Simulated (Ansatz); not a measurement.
# CH₅AlO: small, medium and large basis sets

Aim: see how fast density functionals converge with the basis set for CH₅AlO.

The runs use Ansatz 0.2.0, Gaussian basis; one geometry, several basis sets.

Levels to be run: PBE0-D4/def2-SVP; ωB97M-V/def2-SVP; PBE0-D4/def2-QZVPP; ωB97M-V/def2-QZVPP; the functionals' def2-TZVPP values are taken from earlier runs.

## Step 1: The geometry

An earlier PBE0-D4 in a triple-zeta def2 set relaxation fixed the geometry.

8 atoms, charge 0, spin multiplicity 1.

Atoms are counted from 1 here; the program's logs count them from 0.

Bond lengths: O1–C2 1.519 Å, O1–Al3 1.965 Å, O1–H4 0.961 Å, C2–Al3 1.945 Å, C2–H5 1.089 Å, C2–H6 1.087 Å, Al3–H7 1.588 Å, Al3–H8 1.583 Å. Angles: C2–O1–Al3 66.5°, C2–O1–H4 111.1°, Al3–O1–H4 121.6°, O1–C2–Al3 67.8°, O1–C2–H5 109.4°, O1–C2–H6 106.8°, Al3–C2–H5 121.3°, Al3–C2–H6 126.3°, H5–C2–H6 111.0°, O1–Al3–C2 45.7°, O1–Al3–H7 108.7°, O1–Al3–H8 111.3°, C2–Al3–H7 115.9°, C2–Al3–H8 120.9°, H7–Al3–H8 123.2°.

## Step 2: PBE0-D4 in def2-SVP

The input, in.yaml:

```yaml
crystal:
  periodic: [false, false, false]
  atoms:
    - {symbol: O, position_ang: [-0.535038, 0.377591, -0.858197]}
    - {symbol: C, position_ang: [-0.173154, 0.741503, 0.571046]}
    - {symbol: Al, position_ang: [0.802812, -0.818739, -0.058601]}
    - {symbol: H, position_ang: [-1.459252, 0.124061, -0.927844]}
    - {symbol: H, position_ang: [-1.052685, 0.640405, 1.204482]}
    - {symbol: H, position_ang: [0.178255, 1.769868, 0.553465]}
    - {symbol: H, position_ang: [0.122260, -2.224753, 0.229979]}
    - {symbol: H, position_ang: [2.208801, -0.666938, -0.770231]}
basis:
  gaussian: {orbitals: def2-SVP}
hamiltonian: {xc: pbe0, dispersion: d4}
output: {orbitals: {seedname: orbitals}}
```

Started as:

```sh
$ ansatz run in.yaml --threads 2 --pin off --events-out ev --progress --plain --max-ram 4352MiB
```

Further steps of the session: ωB97M-V in def2-SVP; PBE0-D4 in def2-QZVPP; ωB97M-V in def2-QZVPP.

Q: Predict the results of all the runs planned. Wanted: PBE0-D4: double and triple zeta above quadruple; ωB97M-V: double and triple zeta above quadruple.

As calculated:

```
                                       quantity          value
PBE0-D4: double and triple zeta above quadruple  6.49, 0.39 eV
ωB97M-V: double and triple zeta above quadruple  6.62, 0.38 eV
```

**Reading.** For PBE0-D4 the step from double to triple zeta gains 6.10 eV and the next only 0.39 eV. These are total energies; as a rule much of such shifts cancels in differences, which this series doesn't test. The LUMO of ωB97M-V is positive and keeps falling with the basis (1.64 to 0.65 eV): an unbound level that the basis holds in place.
